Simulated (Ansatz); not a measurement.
System: anthracene C14H10. Method: PBE-D3(BJ) (plane waves, PAW; Ansatz, a quantum-chemistry and plane-wave program).

Task: What does this level give for the lattice energy and volume per molecule?

Result: 
- lattice energy = 107 kJ/mol
- volume per molecule = 225.84 Å³

The result took around 21 core-minutes (rough).
